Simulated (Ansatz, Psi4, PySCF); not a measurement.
Molecule: C3H4 (charge 0, singlet). SMILES: C(=C)=C
Geometry: optimised at B3LYP-D3(BJ)/def2-TZVP (Ansatz, a quantum-chemistry and plane-wave program).

Property: atomisation energy, in kcal/mol. Conventions: open shells spin-unrestricted; frozen cores in correlated levels; no spin-orbit coupling; no dispersion term unless named; atomisation electronic, to ground-state atoms; 6-311+G** with 5d; non-relativistic; six Cartesian d functions in 6-31G* and its kin unless marked 5d. CBS(X,Y): correlation extrapolated as X^-3; Hartree-Fock from the larger set. The bracket is a focal-point correction in the basis named. First-principles rows: single points at B3LYP-D3(BJ) geometries (Ansatz).

Coupled cluster (Ansatz) is a level with limits of its own, used here on species with T1 under 0.025 (0.045 for open shells) and stable references: RI-MP2/CBS(aug-cc-pVTZ,aug-cc-pVQZ)+[CCSD(T)-MP2]/aug-cc-pVTZ.

Value to compare with, RI-MP2/CBS(aug-cc-pVTZ,aug-cc-pVQZ)+[CCSD(T)-MP2]/aug-cc-pVTZ (Ansatz): 701.6 kcal/mol.

| level | program | atomisation energy (kcal/mol) | difference |
|---|---|---|---|
| PBE/6-31G* | Ansatz | 723.1 | 21.5 |
| BP86/6-31G* (5d) | PySCF | 727.1 | 25.5 |
| B3LYP/3-21G | Ansatz | 692.1 | -9.5 |
| B3LYP/6-31G | Ansatz | 691.0 | -10.6 |
| B3LYP/6-31G* | Ansatz | 701.3 | -0.3 |
| B3LYP/def2-SVP | Ansatz | 706.8 | 5.2 |
| PBE0/6-311+G** | Ansatz | 705.3 | 3.7 |
| M06-2X/6-311+G** | PySCF | 699.4 | -2.2 |
| wB97X-D/6-311+G** | Psi4 | 697.9 | -3.7 |
| wB97X-V/def2-TZVPD | Ansatz | 701.0 | -0.6 |

Among the 9 habitual levels, BP86/6-31G* (5d) lies farthest from RI-MP2/CBS(aug-cc-pVTZ,aug-cc-pVQZ)+[CCSD(T)-MP2]/aug-cc-pVTZ (Ansatz) (25.5 kcal/mol) and B3LYP/6-31G* nearest (-0.3); 4 of 9 lie above it, and their mean absolute difference is 9.1 kcal/mol, the median 5.2. One case shows no general order.

The levels are drawn from those run, B3LYP/6-31G* more often than the rest, none by its result; runs whose electronic state is in doubt are left out.
